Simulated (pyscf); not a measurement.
Elementary routes open to HO–SiH=AsH (SMILES O[SiH]=[AsH]) + H₂ (SMILES [H][H]) in the gas phase (singlet surface):
A. :HSi–AsH₂ (SMILES [SiH][AsH2]) [singlet] + H₂O (SMILES O) (O–Si, H–H broken; As–H, H–O formed)
B. H₂Si=AsH (SMILES [SiH2]=[AsH]) + H₂O (SMILES O) (O–Si, H–H broken; H–Si, H–O formed)

Single points on ωB97X-D3(BJ)/def2-SVP structures (PySCF, gas phase).

Rank the routes by free-energy barrier at 600 K, lowest first, for ωB97M-D3(BJ)/def2-TZVP energies (ideal gas, 1 atm, RRHO with modes under 100 cm⁻¹ raised to 100, one conformer, R ln 2 for chiral ones without a mode under 150 cm⁻¹).

B (228.6 kJ/mol), A (286.6 kJ/mol)

Route B is the fastest of these, ahead of the next by 58.0 kJ/mol. The most stable products are those of B (ΔG = +72.4 kJ/mol), so kinetics and thermodynamics agree. At 1200 K B is still the fastest. A: On the product side the descent ends in an adduct with a O–Si contact, 71.0 kJ/mol under the separated species and 132.7 kJ/mol under the saddle at ωB97X-D3(BJ)/def2-TZVP. B: On the product side the descent ends in an adduct with a O–Si contact, 43.0 kJ/mol under the separated species and 121.2 kJ/mol under the saddle at ωB97X-D3(BJ)/def2-TZVP. Only these routes are compared; each barrier is that of the saddle found, and lower ones may exist. Elements up to Kr have no core potential and no relativistic terms here.
